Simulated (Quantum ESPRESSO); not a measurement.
Rutile MnO2, treated with PBE (plane waves, norm-conserving pseudopotentials; Quantum ESPRESSO).

Settings: plane-wave cutoff 1306 eV, 6×6×10 k mesh (along the axes of the cell as run), Fermi–Dirac smearing 0.05 eV, magnetic order afm, spin-polarised with opposed moments.

Cell (relaxed at this level):

Space group P4₂/mnm (No. 136); a = 4.419 Å, b = 4.419 Å, c = 2.874 Å, α = 90.00°, β = 90.00°, γ = 90.00°

```json
[
 {"atom": "Mn", "site": "2a", "symmetry": "m.mm", "x": "0.0000", "y": "0.0000", "z": "0.0000"},
 {"atom": "O", "site": "4f", "symmetry": "m.2m", "x": "0.3046", "y": "0.3046", "z": "0.0000"}
]
```

Task: Predict the magnetic moment (largest site, within a sphere).

Result: 
magnetic moment (largest site, within a sphere): 2.27 μB

The run finds no gap.

Note: the collinear magnetic order is the start's and need not be the measured one.

Moments are spin moments.

Computed values are for the static lattice.

Cost on a shared machine: roughly 30 core-minutes.
